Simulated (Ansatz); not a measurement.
## Property card for PbO

Theory: DFT PBEsol, scalar-relativistic, plane waves, PAW in Ansatz 0.2.0.

Plane waves to 420 eV, a k mesh through Γ of 8×8×6 on the computed 4-atom cell and Gaussian smearing (0.02 eV); no spin polarisation.

The structure is relaxed at this level of theory with its symmetry kept. Whether it is the stable form of this composition wasn't checked.

```cif
data_structure
_symmetry_space_group_name_H-M 'P 1'
_symmetry_Int_Tables_number 1
_cell_length_a 3.9875
_cell_length_b 3.9875
_cell_length_c 5.0799
_cell_angle_alpha 90.000
_cell_angle_beta 90.000
_cell_angle_gamma 90.000
_cell_volume 80.77
loop_
_atom_site_label
_atom_site_type_symbol
_atom_site_fract_x
_atom_site_fract_y
_atom_site_fract_z
_atom_site_occupancy
Pb1 Pb 0.00000 0.50000 0.23316 1
Pb2 Pb 0.50000 0.00000 0.76684 1
O1 O 0.00000 0.00000 0.00000 1
O2 O 0.50000 0.50000 0.00000 1
```

| Quantity | Value |
| --- | --- |
| Space group | P4/nmm (No. 129) |
| Volume per atom | 20.19 Å³ |
| Formation energy from the elements' standard states (uncorrected) | -1.115 eV/atom |
| Kohn–Sham band gap | 1.23 eV, indirect from (-0.083, -0.078, 0.000) to M |
| Löwdin character of the top 1 eV of the valence band | O 2p 61 %, Pb 6s 20 %, Pb 6p 17 % |
| Löwdin character of the lowest 1 eV of the conduction band | Pb 6p 69 %, O 2s 9 %, O 2p 9 %, Pb 6s 8 %, unprojected 6 % |
| Electron masses at the edge by Cartesian direction of the standard setting (m_e; degenerate bands sorted by energy; no spin-orbit coupling) | x: 0.30, 0.30; y: 0.30, 0.30; z: 0.41, 0.41 |
| Hole masses at the edge by Cartesian direction of the standard setting (m_e; degenerate bands sorted by energy; no spin-orbit coupling) | x: 3.9; y: 4.7; z: 1.2 |
| Bader charges (e) | Pb (2 in the cell) 1.15, O (2 in the cell) -1.15 |

Spin-orbit coupling is left out, which matters for the bands of heavy elements.

Cost: 8 runs of about 7.2 core-minutes in all, on Intel Xeon Platinum 8259CL (Skylake/Cascade Lake) (shared hosts).